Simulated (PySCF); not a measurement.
## XPS shifts beside NMR shieldings

3-chloropropanal, C3H5ClO.
Z-matrix (Å and degrees, PBE0-D3(BJ)/def2-SVP geometry), rows numbered from 1:
```
O 
C   1  1.2020
C   2  1.5022  1  124.16
C   3  1.5110  2  112.75  1     0.32
Cl  4  1.7846  3  111.01  2  -179.94
H   2  1.1211  1  120.98  3  -180.00
H   3  1.1048  2  108.25  1   123.76
H   3  1.1049  2  108.20  1  -123.01
H   4  1.0977  3  111.23  2    60.09
H   4  1.0978  3  111.22  2   -59.96
```

Binding energies: delta-SCF UKS SCAN, pcX-2 on the ionised atom, pcseg-1 elsewhere, spin-free X2C (PySCF 2.14.0). Shieldings: GIAO B3LYP/pcSseg-2, non-relativistic, same geometry.

```
atom  isotropic shielding (ppm)
  C2                      -29.6
  C3                      123.8
  C4                      134.0
```

Question: What are the C 1s binding energies of these atoms?

Answer: 
```csv
atom,environment,C 1s (eV),isotropic shielding (ppm)
C3,sp3 carbon next to a carbonyl,291.75,123.8
C4,sp3 C–Cl carbon,292.64,134.0
C2,aldehyde carbon,294.09,-29.6
```

Question: Among the listed atoms, is the one with the highest binding energy also the least shielded?

Answer: Yes: C2 has both (294.09 eV, -29.6 ppm).

By binding energy: C3 < C4 < C2. By shielding: C2 < C3 < C4.

The unrestricted hole states depart most from a pure doublet (⟨S²⟩ = 0.75; over 0.85 named) for C 1s of C2 (0.93), which makes this value less certain. One conformer (not necessarily the lowest) at the PBE0-D3(BJ)/def2-SVP geometry, without solvent, vibrations or thermal averaging.
